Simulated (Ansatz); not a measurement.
Reaction: H2O (SMILES O) → H2O+ (parent SMILES O, doublet) + e-
Each species at its own B3LYP-D3(BJ)/def2-TZVP minimum (Ansatz, an electronic-structure program).

Property: adiabatic ionisation energy (electronic), in eV. UHF or UKS for unpaired electrons; spin-orbit terms are left out. CBS(X,Y): correlation extrapolated as X^-3, Hartree-Fock from the larger set (Q,5: extrapolated as (X+1)exp(-9√X)). A bracket is a step between two methods taken in the basis named. The functionals are non-relativistic, so their misses hold any scalar relativity. 'core' is core correlation in cc-pwCVTZ, 'X2C' scalar relativity in cc-pVTZ-DK, both at CCSD(T). Full CI freezes restricted core orbitals, also for open shells; the composite that ends in it estimates full CI at the basis-set limit.

CCSD(T)/CBS(cc-pVQZ,cc-pV5Z) + [CCSDT(Q) - CCSD(T)]/cc-pVQZ + [FCI - CCSDT(Q)]/cc-pVDZ + core + X2C (Ansatz) gives 12.70 eV.

### Question
How far off this value is PBE/def2-TZVPD (Ansatz), in which direction, and which of these levels come nearer: r2SCAN/def2-TZVPD, B3LYP/def2-TZVPD, wB97M-V/def2-TZVPD, CCSD(T)/CBS(cc-pVQZ,cc-pV5Z) + core + X2C?

### Answer
PBE gives 12.64 eV, 0.06 eV below it. Differences of the others: r2SCAN/def2-TZVPD (Ansatz) -0.26; B3LYP/def2-TZVPD (Ansatz) -0.04; wB97M-V/def2-TZVPD (Ansatz) -0.14; CCSD(T)/CBS(cc-pVQZ,cc-pV5Z) + core + X2C (Ansatz) 0.00 eV. Nearer than PBE: B3LYP/def2-TZVPD, CCSD(T)/CBS(cc-pVQZ,cc-pV5Z) + core + X2C.
